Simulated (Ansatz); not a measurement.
Relaxation of BFH₄ (6 atoms, charge 0, multiplicity 1), to a largest force component of 0.03 eV/Å in at most 50 steps.

These are results of RKS PBE/def2-SVP in Ansatz, not measurements.

```xyz
6
Properties=species:S:1:pos:R:3
B -0.005 0.249 -0.008
H -0.005 0.413 1.186
H 1.046 0.253 -0.609
H -1.059 0.200 -0.600
F 0.074 -2.099 0.876
H 0.054 -1.418 1.514
```

Q: Where does it end, and by what steps?

A: The run converged. After 9 steps the energy has fallen by 0.179 eV; F5 moved furthest, 0.44 Å.

```
step  energy less start (eV)  largest force component (eV/Å)  accepted
   0                  0.0000                           0.415       yes
   1                 -0.0795                           0.575       yes
   2                 -0.1560                           1.018       yes
   3                 -0.1317                           0.606        no
   4                 -0.1763                           0.048       yes
   5                 -0.1770                           0.039       yes
   6                 -0.1783                           0.061       yes
   7                 -0.1787                           0.077       yes
   8                 -0.1787                           0.097        no
   9                 -0.1791                           0.005       yes
```

```xyz
6
Properties=species:S:1:pos:R:3
B 0.002 0.060 0.064
H -0.003 0.467 1.226
H 1.049 0.136 -0.548
H -1.053 0.073 -0.537
F 0.059 -1.736 0.635
H 0.052 -1.403 1.520
```

The run took 8.5 s on 1 thread of Arm Neoverse V1 (shared host), peak memory 0.1 GiB.
